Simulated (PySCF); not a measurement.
**CHClO, a complex of two parts: interaction energy**

An exercise on one series of results from a longer session: the logs are not shown, and one member is left open.

Programs: PySCF 2.14.0. All values are calculated, for the isolated system unless a continuum is named. Atoms count from 0, parts from 1.

### The system as given

4 atoms, charge 0, multiplicity 1; geometry: GFN2-xTB. Parts: 1 = atoms 0–1, `Cl`, charge 0; 2 = atoms 2–3, `[C-]#[O+]`, charge 0.

The first run:

The job: settings as JSON, then the geometry in Å.

```
{"job": {"xc": "PBE0", "basis": "def2-SVPD", "d3": "d3bj", "grid": 2, "kind": "geom", "shake": 0.01}, "charge": 0, "multiplicity": 1, "parts": [{"atoms": "0-1", "charge": 0, "multiplicity": 1}, {"atoms": "2-3", "charge": 0, "multiplicity": 1}]}
Cl     0.038498     0.451036    -0.646129
H      0.100737    -0.278650     0.380112
C      0.267442    -2.140762     2.946176
O      0.263914    -1.475238     2.039853
```

Run with:

```sh
$ OMP_NUM_THREADS=1 python cluster_run.py task.json out
```

One launch serves the whole session: the jobs run in the order shown.

Among the steps run: Optimising the geometry at PBE0-D3(BJ)/def2-SVPD; Coupled-cluster interaction energy: CCSD(T) and MP2, 2.25 Å; Coupled-cluster interaction energy: CCSD(T) and MP2, 2.48 Å; Coupled-cluster interaction energy: CCSD(T) and MP2, 2.14 Å; Coupled-cluster interaction energy: CCSD(T) and MP2, 2.82 Å; Coupled-cluster interaction energy: CCSD(T) and MP2, 2.03 Å; Coupled-cluster interaction energy: CCSD(T) and MP2, 3.38 Å; Coupled-cluster interaction energy: CCSD(T) and MP2, 4.51 Å.

One of the session's tables, all rows but one given; the rest of the session is left out.

It belongs to the step «Coupled-cluster interaction energy: CCSD(T) and MP2, 4.51 Å». 

```
                 method  interaction energy (kcal/mol)
         HF/aug-cc-pVDZ                         -0.207
        MP2/aug-cc-pVDZ                         -0.094
       CCSD/aug-cc-pVDZ                         -0.135
    CCSD(T)/aug-cc-pVDZ                              ?
         HF/aug-cc-pVTZ                         -0.203
        MP2/aug-cc-pVTZ                         -0.095
    SCS-MP2/aug-cc-pVTZ                         -0.093
      MP2, extrapolated                         -0.097
CCSD(T), limit estimate                         -0.134
```

Estimate the missing values for CCSD(T)/aug-cc-pVDZ.

As computed: interaction energy (kcal/mol): -0.131. In the column «interaction energy (kcal/mol)» it lies between CCSD(T), limit estimate (-0.134) and MP2, extrapolated (-0.097).
